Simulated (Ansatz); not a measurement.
Geometry optimisation, RKS B3LYP/def2-SVP (Ansatz 0.2.0).

The input (input.yaml):

```yaml
crystal:
  periodic: [false, false, false]
  atoms:
    - { symbol: Si, position_ang: [0.425896, -0.343015, -0.517824] }
    - { symbol: O, position_ang: [-0.690235, -0.481676, 2.143184] }
    - { symbol: H, position_ang: [-1.183186, -0.628728, 2.963307] }
    - { symbol: H, position_ang: [1.144855, -0.149885, -1.807832] }
    - { symbol: H, position_ang: [0.410081, 0.95741, 0.187658] }
    - { symbol: H, position_ang: [-0.943972, -0.83711, -0.793986] }
    - { symbol: S, position_ang: [1.595853, -1.860754, 0.497057] }
    - { symbol: H, position_ang: [0.542521, -2.335094, 1.200126] }
    - { symbol: H, position_ang: [0.245886, -0.677247, 2.382609] }
basis:
  gaussian: { orbitals: def2-SVP }
hamiltonian:
  xc: b3lyp
relax:
  f_tol: 0.03
  max_steps: 50
output:
  orbitals: {}
```

Launched with:

```bash
$ ansatz run input.yaml --threads 1 --pin off --max-ram 2048MiB --backend cpu --events-out ev --progress --plain --runs-dir out
```

Q: Where does it end, and by what steps?

A: It converged. The force dipped under the threshold on the way, but the program's further checks kept it going. After 24 steps the energy has fallen by 0.168 eV; H9 moved furthest, 0.88 Å.

```
step  energy less start (eV)  largest force component (eV/Å)  accepted
   0                  0.0000                           0.749       yes
   1                 -0.0488                           0.941       yes
   2                  0.0357                           3.721        no
   3                 -0.0768                           0.213       yes
   4                 -0.0943                           0.269       yes
   5                 -0.0701                           1.395        no
   6                 -0.1047                           0.421       yes
   7                 -0.1173                           0.193       yes
   8                 -0.1292                           0.118       yes
   9                 -0.1407                           0.113       yes
  10                  0.0440                           2.936        no
  11                 -0.1433                           0.037       yes
  12                 -0.1489                           0.078       yes
  13                 -0.1040                           1.569        no
  14                 -0.1530                           0.061       yes
  15                 -0.1549                           0.350       yes
  16                 -0.1612                           0.087       yes
  17                 -0.1642                           0.273       yes
  18                 -0.1644                           0.263       yes
  19                 -0.1659                           0.047       yes
  20                 -0.1673                           0.011       yes
  21                 -0.1655                           0.401        no
  22                 -0.1678                           0.024       yes
  23                 -0.1679                           0.043       yes
  24                 -0.1679                           0.021       yes
```

```xyz
9
Properties=species:S:1:pos:R:3
Si 0.464 -0.407 -0.577
O -0.451 -0.927 2.629
H -1.354 -0.858 2.288
H 0.905 -0.207 -1.986
H 0.803 0.819 0.207
H -1.022 -0.558 -0.559
S 1.487 -2.157 0.137
H 0.896 -2.053 1.356
H -0.180 -0.007 2.758
```

Whether the end is a true minimum wasn't checked by a vibrational analysis.

Time of the run: 68 s on 1 thread of Arm Neoverse V1, on a shared host, peak memory 0.15 GiB.
